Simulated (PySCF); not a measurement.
## Chlorine: a sound run and one with changed settings

Sound run: Cl [Ne] 3s2 3p5, Cl+ [Ne] 3s2 3p4. Calculation: PySCF 2.14, in def2-SVP; the non-relativistic Hamiltonian (point nucleus). In the sound run the correlated levels freeze [Ne]. The sound run starts from symmetry-adapted Hartree-Fock orbitals and uses a fine grid where one is needed.

A second run was set up differently.

```csv
species,method,sound run (hartree),changed run (hartree),converged
Cl,UHF,-459.31930,-459.31930,yes
Cl,PBE0,-459.83853,-459.83853,yes
Cl,BP86,-460.03080,-460.03080,yes
Cl,MP2,-459.42824,-459.42156,yes
Cl,CCSD(T),-459.44599,-459.44599,yes
Cl+,UHF,-458.88624,-458.88624,yes
Cl+,PBE0,-459.36428,-459.36428,yes
Cl+,BP86,-459.55215,-459.55215,yes
Cl+,MP2,-458.97518,-458.96952,yes
Cl+,CCSD(T),-458.99536,-458.99536,yes
```

Ionisation energy of Cl:

```tsv
method	sound run (eV)	changed run (eV)
UHF	11.784	11.784
PBE0	12.905	12.905
BP86	13.025	13.025
MP2	12.328	12.300
SCS-MP2	12.313	12.287
CCSD	12.263	12.263
CCSD(T)	12.262	12.262
```

What was changed?
A. level shift left on
B. minimal basis
C. basis contracted for another Hamiltonian
D. angular grid far too coarse

A. It used initial guess sap, at most 50 SCF cycles, level shift 0.1 hartree. A level shift leaves the converged SCF energy unchanged but raises the virtual orbital energies, which shrinks MP2 if it is not removed.
